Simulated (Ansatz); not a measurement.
Geometry optimisation, RKS PBE-D4/def2-SVP (Ansatz 0.2.0).

The input (input.yaml):

```yaml
crystal:
  periodic: [false, false, false]
  atoms:
    - { symbol: F, position_ang: [-1.7757, 0.8358, -1.2944] }
    - { symbol: C, position_ang: [-0.6119, 0.706, -0.63] }
    - { symbol: O, position_ang: [-0.5018, -0.6348, -0.2155] }
    - { symbol: C, position_ang: [0.4929, -0.7887, 0.668] }
    - { symbol: F, position_ang: [1.6438, -0.2959, 0.1444] }
    - { symbol: H, position_ang: [-0.6216, 1.3787, 0.2032] }
    - { symbol: H, position_ang: [0.2181, 0.9885, -1.3202] }
    - { symbol: H, position_ang: [0.3502, -0.2689, 1.6254] }
    - { symbol: H, position_ang: [0.68, -1.8632, 0.888] }
basis:
  gaussian: { orbitals: def2-SVP }
hamiltonian:
  xc: pbe
  dispersion: d4
relax:
  f_tol: 0.015
  max_steps: 40
output:
  orbitals: {}
```

Command:

```bash
$ ansatz run input.yaml --threads 1 --pin off --max-ram 2048MiB --backend cpu --events-out ev --progress --plain --runs-dir out
```

Q: Where does it end, and by what steps?

A: The forces met the threshold. After 16 steps the energy has fallen by 0.368 eV; F1 moved furthest, 1.05 Å.

```tsv
step	energy less start (eV)	largest force component (eV/Å)	accepted
0	0.0000	1.560	yes
1	-0.1642	0.614	yes
2	-0.2022	0.199	yes
3	-0.2128	0.111	yes
4	-0.2233	0.450	yes
5	-0.2361	0.297	yes
6	-0.2693	0.144	yes
7	-0.2887	0.345	yes
8	-0.2882	1.040	no
9	-0.3132	0.197	yes
10	-0.3330	0.136	yes
11	-0.3570	0.103	yes
12	-0.3543	0.497	no
13	-0.3639	0.057	yes
14	-0.3677	0.087	yes
15	-0.3680	0.044	yes
16	-0.3681	0.010	yes
```

```xyz
9
Properties=species:S:1:pos:R:3
F -1.750 0.809 -0.243
C -0.472 0.757 -0.768
O 0.075 -0.518 -0.626
C 0.459 -0.832 0.677
F 1.615 -0.161 1.028
H 0.145 1.521 -0.243
H -0.520 0.959 -1.858
H -0.333 -0.553 1.410
H 0.655 -1.924 0.694
```

Whether the end is a true minimum wasn't checked by a vibrational analysis.

The run took 43 s on 1 CPU thread of a shared host.
